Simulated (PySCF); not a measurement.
C2H5O, SMILES CC[O], doublet, CAM-B3LYP/def2-SVP optimised geometry.

```
8

C     -0.29    -0.36    -1.23
C      0.27     0.33     0.00
O     -0.13    -0.17     1.19
H      0.09     0.11    -2.16
H      0.00    -1.42    -1.24
H     -1.39    -0.31    -1.24
H      0.03     1.42     0.00
H      1.39     0.33     0.00
```

Density from unrestricted CAM-B3LYP/def2-TZVP (PySCF) at that geometry.

Minimum of the electron density along straight lines between bonded atoms, close to the bond critical point (lines longer than 1.1 times the sum of covalent radii, or with two minima, are not listed):

```tsv
bond	length / Å	ρ at the minimum / e bohr⁻³	∇²ρ there / e bohr⁻⁵	position (fraction from the first atom)
C1–C2	1.520	0.256	-0.67	0.49
C2–O3	1.356	0.304	-0.66	0.35
C1–H4	1.101	0.272	-0.92	0.64
C1–H5	1.100	0.273	-0.93	0.64
C1–H6	1.100	0.273	-0.93	0.64
C2–H7	1.116	0.265	-0.89	0.65
C2–H8	1.116	0.265	-0.89	0.65
```
